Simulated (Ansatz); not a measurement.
Kohn–Sham single points on CH₅BO, SMILES `BOC`.

```yaml
crystal:
  periodic: [false, false, false]
  atoms:
    - {symbol: B, position_ang: [-0.618958, 0.827451, -0.859355]}
    - {symbol: O, position_ang: [0.526860, 0.427746, -0.294134]}
    - {symbol: C, position_ang: [0.577916, -0.627647, 0.644658]}
    - {symbol: H, position_ang: [-1.655678, 0.285896, -0.574806]}
    - {symbol: H, position_ang: [-0.550898, 1.730637, -1.641185]}
    - {symbol: H, position_ang: [-0.416150, -1.046529, 0.825004]}
    - {symbol: H, position_ang: [1.239449, -1.407596, 0.262722]}
    - {symbol: H, position_ang: [0.989560, -0.246959, 1.581394]}
basis:
  gaussian: {orbitals: def2-TZVPP}
hamiltonian: {xc: {name: B3LYP}, dispersion: d4}
output: {forces: true, orbitals: {seedname: orbitals}}
```

```sh
$ ansatz run in.yaml --threads 4 --pin off --events-out ev --progress --plain --max-ram 10444MiB
```

It prints (some lines left out):

```
Functional definition: B3LYP
795 factors; their error is unknown
mean field evaluation 1: about -3839.2501 eV, gradient 5.0e1 eV
mean field evaluation 2: about -3832.0479 eV, gradient 8.0e1 eV
mean field evaluation 4: about -3844.2777 eV, gradient 3.4e0 eV
mean field evaluation 8: about -3844.3040 eV, gradient 2.4e-2 eV
mean field evaluation 16: about -3844.2963 eV, gradient 3.3e-5 eV
mean field -3844.29630642 eV, -141.2752835034 hartree, gradient 3.3e-5 eV, S^2 0.000000; 0 other end points of the search recorded, 0 dependent functions left out
reference -3844.29654640 eV, -141.2752923225 hartree; 12, 12 occupied and 151, 151 virtual orbitals, 795 factors
Total energy: -3844.43552051 eV, -141.2803995267 hartree
Atom 0 at    -0.618958     0.827451    -0.859355 Å, force    -0.168596     0.125930    -0.136236 eV/Å
Atom 1 at     0.526860     0.427746    -0.294134 Å, force     0.010624     0.176271    -0.154466 eV/Å
Atom 2 at     0.577916    -0.627647     0.644658 Å, force     0.066733    -0.292747     0.269675 eV/Å
Atom 3 at    -1.655678     0.285896    -0.574806 Å, force     0.105561     0.065420    -0.040413 eV/Å
Atom 4 at    -0.550898     1.730637    -1.641185 Å, force    -0.023963    -0.094638     0.076837 eV/Å
Atom 5 at    -0.416150    -1.046529     0.825004 Å, force     0.067368     0.014565     0.000193 eV/Å
Atom 6 at     1.239449    -1.407596     0.262722 Å, force    -0.036045     0.035231     0.029554 eV/Å
Atom 7 at     0.989560    -0.246959     1.581394 Å, force    -0.021682    -0.030031    -0.045144 eV/Å
Dipole moment:     0.019522    -0.259638     0.232099 e Å
```

Run time 1.2 s (4 threads of an Arm Neoverse V1 on a shared host); peak host memory 0.26 GiB.

With the line `hamiltonian: {xc: {name: LC-wPBE}}` and no forces (abridged; 0.95 s):

```
Functional definition: LC-wPBE
mean field evaluation 16: about -3841.4827 eV, gradient 1.5e-5 eV
mean field -3841.48265984 eV, -141.1718838987 hartree, gradient 1.5e-5 eV, S^2 0.000000
Total energy: -3841.48265985 eV, -141.1718838989 hartree
```

With the line `hamiltonian: {xc: lda}` and no forces (abridged; 0.55 s):

```
Functional definition: SPW92
mean field evaluation 16: about -3810.4603 eV, gradient 9.5e-5 eV
mean field -3810.46027894 eV, -140.0318324284 hartree, gradient 1.3e-5 eV, S^2 0.000000
Total energy: -3810.46031585 eV, -140.0318337847 hartree
```

Changing it to `hamiltonian: {xc: {name: r2SCAN0}, dispersion: d4}` and no forces (abridged; 1.7 s):

```
Functional definition: r2SCAN0
mean field -3841.19447533 eV, -141.1612933134 hartree, gradient 3.3e-5 eV, S^2 0.000000
Total energy: -3841.21843237 eV, -141.1621737183 hartree
```

Changing it to `hamiltonian: {xc: {name: BLYP}, dispersion: d4}` and no forces (abridged; 0.8 s):

```
Functional definition: BLYP
mean field evaluation 16: about -3842.5421 eV, gradient 6.8e-5 eV
mean field -3842.54205757 eV, -141.2108160471 hartree, gradient 6.8e-5 eV, S^2 0.000000
Total energy: -3842.74258449 eV, -141.2181852754 hartree
```

With the line `hamiltonian: {xc: {name: BHLYP}, dispersion: d4}` and no forces (abridged; 0.95 s):

```
Functional definition: BHLYP
mean field -3841.92802740 eV, -141.1882508547 hartree, gradient 1.9e-5 eV, S^2 0.000000
Total energy: -3842.02109408 eV, -141.1916709918 hartree
```

B3LYP takes the VWN-RPA correlation (the form of Gaussian; ORCA's B3LYP/G).
